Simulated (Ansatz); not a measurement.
Two structures of CH₄FS (charge -1), closed shell, reached by relaxing down either side of one saddle point (PBE0-D4/def2-TZVPD). Energies are electronic, without zero-point energy. Ansatz 0.2.0; basis: def2-TZVPPD and def2-QZVPPD; cores frozen in the correlated methods. Extrapolation: Hartree–Fock as exp(−7.88 √X), correlation as X^−2.97. First:

```
7
angstrom
F -2.1090 -0.7169 0.7600
C -0.8074 -0.3994 0.3254
S 2.3023 0.3938 -0.7246
H -0.8432 -0.0710 -0.7114
H -0.4022 0.3944 0.9497
H -0.1785 -1.2842 0.4064
H 2.0380 1.6831 -1.0055
```

Second:

```
7
angstrom
F -0.6237 2.1814 1.3215
C 0.1222 -0.8906 -0.3366
S 0.6482 0.7665 -0.8644
H 0.4851 -1.6534 -1.0343
H -0.9694 -0.9731 -0.2949
H 0.5101 -1.1399 0.6572
H -0.1723 1.7090 0.5514
```

Question: Which bonds change from the first to the second?

Answer: [CH₃F ([CH3][F]) + HS]⁻ → [CH₃S ([CH3][S]) + HF]⁻; bonds formed: F1–H7, C2–S3; bonds broken: F1–C2, S3–H7.

Question: Give the saddle point's structure and its height above each. (An estimate is asked for; the value comes from the calculation.)

Answer: The calculation gives: 22.71 kcal/mol above the first and 41.69 kcal/mol above the second (CCSD(T) at an estimated basis limit (MP2 extrapolated from triple and quadruple zeta, plus CCSD(T) − MP2 in triple zeta)).
```
7
angstrom
F -2.0846 -0.6486 0.7356
C -0.3140 -0.2495 0.1520
S 1.8282 0.1959 -0.5433
H -0.7263 -0.0033 -0.8070
H -0.2631 0.4848 0.9321
H -0.0483 -1.2679 0.3672
H 1.6082 1.4884 -0.8367
```

The search had been set up for a SN2 substitution (forming C2–S3, breaking F1–C2); from that guess it ended on this step instead.

The T1 diagnostic stays at or below 0.020.

Labels in which every atom is bracketed show which atoms are joined, not bond orders.

For scale, one of the runs: CCSD(T)/def2-TZVPPD, 196 basis functions, launched by `ansatz run in.yaml --threads 2 --pin off --events-out ev --progress --plain --max-ram 4352MiB`. Hardware: 2 CPU threads of an Arm Neoverse V1, shared host. Wall time 68 s; peak host memory 2.3 GiB.
